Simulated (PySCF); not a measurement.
All values below come from PySCF with PBE-D3(BJ)/def2-TZVP // BP86-D3(BJ)/def2-SVP. All species are isolated molecules in the gas phase. 

Reference species (SMILES): `[OH]` (neutral, multiplicity 2).

```json
{
 "dipole_moment": "1.73 D"
}
```

Changed species: `[NH2]` (free radical NH2; the reference has free radical OH).

### Question
What does the change do to the dipole moment?

### Answer
the dipole moment rises by 0.18 D, to 1.91 D.
